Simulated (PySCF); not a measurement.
The numbers are results of B3LYP-D3(BJ)/def2-TZVP run with PySCF 2.14.0, not measurements. Gas-phase values, no solvent. B3LYP has the VWN-RPA correlation part, as in Gaussian. Delta-SCF ions had no search for a lower state. Excitations are Tamm–Dancoff values on a coarser integration grid. The basis has no diffuse functions, so Rydberg states are missing or too high.

Reference species (SMILES): `FB(F)F` (neutral, multiplicity 1).

```
Quantity                                  Result
--------------------------------------  --------
HOMO–LUMO gap                           11.93 eV
vertical ionisation energy (Delta-SCF)  15.21 eV
T1 excitation (TDA)                     10.23 eV
```

Changed species: `FBF` (1 of 3 F replaced by H; the reference has 0 of 3 F replaced by H).

Task: Give the shifts of the HOMO–LUMO gap, vertical ionisation energy (Delta-SCF) and T1 excitation (TDA).

Result: the HOMO–LUMO gap falls by 1.92 eV, to 10.01 eV; the vertical ionisation energy (Delta-SCF) drops by 1.15 eV, to 14.06 eV; the T1 excitation (TDA) falls by 2.60 eV, to 7.63 eV.
